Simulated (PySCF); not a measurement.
Rigid-rotor lines calculated for a species of formula H4OSSi (commonest isotopes; B3LYP/def2-SVPD in PySCF (dipole) on a GFN2-xTB geometry, gas phase), labelled J(Ka,Kc):

```json
{"transition": "2(1,1) ← 1(1,0)", "MHz": "15130.4"}
{"transition": "1(1,1) ← 0(0,0)", "MHz": "21719.3"}
{"transition": "1(0,1) ← 0(0,0)", "MHz": "7321.8"}
{"transition": "2(0,2) ← 1(0,1)", "MHz": "14631.4"}
{"transition": "2(1,2) ← 1(1,1)", "MHz": "14156.6"}
```

**Question.** Find the rotational constants.

**Answer.** 1(0,1) ← 0(0,0) is B + C, 2(1,1) ← 1(1,0) is 3B + C and 2(1,2) ← 1(1,1) is B + 3C, so B − C is half the difference of the last two, 486.9 MHz. 1(1,1) ← 0(0,0) is A + C. A = 18301.9, B = 3904.3, C = 3417.4 MHz.

**Question.** What moments of inertia, asymmetry and inertial defect follow?

**Answer.** I = 505379 MHz·u·Å² over each constant: Ia = 27.61, Ib = 129.44, Ic = 147.88 u·Å²; κ = (2B − A − C)/(A − C) = -0.935 (near-prolate asymmetric top); Δ = Ic − Ia − Ib = -9.17 u·Å².

**Question.** Which dipole components do these lines need?

**Answer.** μa and μb (a-type: ΔKa even, ΔKc odd; b-type: both odd). The calculation gives |μa| = 0.73 D, |μb| = 0.54 D, |μc| = 0.45 D.

**Question.** Predict further lines from these constants: 2(2,1) ← 1(1,0); 2(1,2) ← 1(0,1); 2(2,0) ← 1(1,1); 1(1,1) ← 1(0,1); 2(2,1) ← 2(1,1); 1(1,0) ← 1(1,1).

**Answer.** 
```
     transition    MHz  type  branch
1(1,0) ← 1(1,1)    487     a       Q
1(1,1) ← 1(0,1)  14398     c       Q
2(1,2) ← 1(0,1)  28554     b       R
2(2,1) ← 2(1,1)  43193     c       Q
2(2,1) ← 1(1,0)  58323     b       R
2(2,0) ← 1(1,1)  58822     b       R
```

**Question.** Which structure gave them?

**Answer.** `O[SiH2]S`. Three constants can't fix a structure by themselves; this is the one that was computed:
```xyz
7
H4OSSi angstrom
O     -0.846    1.121    0.287
Si    -0.446   -0.402   -0.087
S      1.674   -0.570   -0.453
H     -0.623    1.874   -0.256
H     -1.022   -0.863   -1.337
H     -0.794   -1.117    1.123
H      2.060   -0.038    0.697
```

The values belong to one conformer with, in the numbering `[OH:1][SiH2:2][SH:3]`, H–O1–Si2–S3 54°, O1–Si2–S3–H 54°. Whether it is a minimum is left open (no frequencies). Constants of a rigid frame at the computed geometry: no zero-point averaging, no centrifugal distortion.
